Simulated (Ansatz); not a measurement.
# BSiH₃ (singlet): wave-function methods side by side at distance Si1–B2 = 2.883 Å, cc-pVTZ

One table from this session's results is given with a row withheld; the runs are named, their logs left out.

Computed with Ansatz 0.2.0, Gaussian basis. Level: cc-pVTZ, core rule «outside noble gas», up to 6 orbitals frozen.

The runs, in order: UHF; CCSD(T) on RHF; CCSD(T) on UHF; BCCD(T) on RHF; CCSDT(Q) on RHF; CCSDT(Q) on UHF; CASSCF and NEVPT2, 2 electrons in 2 orbitals; CASSCF and NEVPT2, 10 electrons in 11 orbitals.

### The geometry

The geometry derives from a PBE0/def2-TZVP stationary point (not a proven minimum). One bond is set to the value named and the two fragments are kept rigid.

5 atoms, charge 0, spin multiplicity 1.

Atoms are counted from 1 here; the program's logs count them from 0.

Bond lengths: Si1–H3 1.491 Å, Si1–H4 1.491 Å, Si1–H5 1.491 Å. Angles: H3–Si1–H4 109.0°, H3–Si1–H5 109.0°, H4–Si1–H5 109.0°.

Coordinates:

```
Si   -0.70674   -0.00611    0.00060
B     2.17615    0.01881   -0.00184
H    -1.22819    1.39123    0.00309
H    -1.20898   -0.71316    1.21399
H    -1.21106   -0.70961   -1.21400
```

The first run:

in.yaml

```yaml
crystal:
  periodic: [false, false, false]
  atoms:
    - {symbol: Si, position_ang: [-0.706741, -0.006109, 0.000596]}
    - {symbol: B, position_ang: [2.176150, 0.018812, -0.001836]}
    - {symbol: H, position_ang: [-1.228191, 1.391233, 0.003090]}
    - {symbol: H, position_ang: [-1.208978, -0.713164, 1.213986]}
    - {symbol: H, position_ang: [-1.211057, -0.709607, -1.213998]}
basis:
  gaussian: {orbitals: cc-pVTZ}
magnetization: {spin_polarized: true, initial_magnetization: 0}
hamiltonian: {xc: hf}
output: {orbitals: {seedname: orbitals}}
```

Run with:

```sh
$ ansatz run in.yaml --threads 1 --pin off --events-out ev --progress --plain --max-ram 2560MiB --backend cpu
```

Steps of the session up to this table: UHF; CCSD(T) on RHF; CCSD(T) on UHF; BCCD(T) on RHF; CCSDT(Q) on RHF; CCSDT(Q) on UHF; CASSCF and NEVPT2, 2 electrons in 2 orbitals; CASSCF and NEVPT2, 10 electrons in 11 orbitals.

One table of the session follows, with a row left open; its other results are not shown here.

It belongs to the step «Misses and costs». 

```
        method  from RCCSDT(Q) (meV)
           RHF               +7019.1
           UHF               +6844.9
          RMP2               +1665.9
          UMP2               +2045.6
         RCCSD                +313.5
         UCCSD                +340.7
      RCCSD(T)                 +58.5
      UCCSD(T)                 +68.9
       BCCD(T)                 +57.6
        RCCSDT                 +15.4
        UCCSDT                 +17.9
     RCCSDT(Q)                     0
     UCCSDT(Q)                  -1.9
   CASSCF pair                     ?
   NEVPT2 pair               +1492.6
CASSCF valence               +3986.3
NEVPT2 valence               +1229.9
```

Estimate the missing values for CASSCF pair.

As computed: from RCCSDT(Q) (meV): +6253.1. In the column «from RCCSDT(Q) (meV)» it lies between CASSCF valence (+3986.3) and UHF (+6844.9).

To keep in mind: The determinant of HF (⟨S²⟩ 0.61) is far from a pure spin state, so its energy mixes those of several spin states; that is harmless only where they are near-degenerate. The determinant of CCSD(T) (⟨S²⟩ 0.61) is far from a pure spin state, so its energy mixes those of several spin states; high orders of coupled cluster remove much of that, low ones don't. The determinant of CCSDT(Q) (⟨S²⟩ 0.61) is far from a pure spin state, so its energy mixes those of several spin states; high orders of coupled cluster remove much of that, low ones don't. Restricted and unrestricted rows rest on different reference determinants; a gap between their highest levels can come from leftover correlation error, from unlike frozen cores or from another state.
